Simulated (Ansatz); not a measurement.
The input, for Ansatz 0.2.0:

```yaml
crystal:
  periodic: [false, false, false]
  atoms:
    - {symbol: Al, position_ang: [0.000000, 0.028853, 0.640397]}
    - {symbol: N, position_ang: [0.000000, -0.110484, -1.091433]}
    - {symbol: H, position_ang: [0.000000, 0.762967, -1.975816]}
basis:
  gaussian: {orbitals: def2-TZVPP}
magnetization: {spin_polarized: false, initial_magnetization: 1}
correlation: {method: fci, electrons: all}
accuracy: high
scf: {omitted_lower_state_checks: [cluster_reference]}
```

```sh
$ ansatz run in.yaml --threads 1 --pin off --events-out ev --progress --plain --max-ram 2393MiB
```

Problem. One thing in this input was set wrong on purpose, beside settings that are merely unusual. What is the gravest fault, and what does the program do?

Solution. Too large for memory. How the run ends: out of memory.
```
these checks for a lower state are left out or cut short: cluster_reference
1301 factors; integrals over basis functions are off by at most 3.3e-9 eV
mean field evaluation 1: about -8072.4419 eV, gradient 4.4e1 eV
mean field evaluation 2: about -8072.4431 eV, gradient 4.4e1 eV
mean field evaluation 4: about -8077.8347 eV, gradient 4.8e0 eV
mean field evaluation 8: about -8077.0942 eV, gradient 2.2e1 eV
mean field evaluation 16: about -8078.7358 eV, gradient 1.7e-3 eV
mean field evaluation 32: about -8078.9071 eV, gradient 6.4e-2 eV
mean field evaluation 64: about -8073.7298 eV, gradient 4.4e-7 eV
mean field evaluation 96: about -8073.7436 eV, gradient 3.1e-1 eV
mean field evaluation 128: about -8078.1614 eV, gradient 9.0e0 eV
mean field evaluation 160: about -8078.7358 eV, gradient 2.1e-8 eV
mean field evaluation 192: about -8066.4784 eV, gradient 6.2e1 eV
mean field -8078.90850022 eV, -296.8944113021 hartree, gradient 2.3e-8 eV, S^2 0.750000; 13 other end points of the search recorded, 0 dependent functions left out
reference -8078.90850022 eV, -296.8944113021 hartree; 11, 10 occupied and 76, 77 virtual orbitals, 1301 factors
Error: with its determinants' occupation strings, the run needs 1049238.92 GiB of memory, and 2.33 GiB are given
refused for memory
```
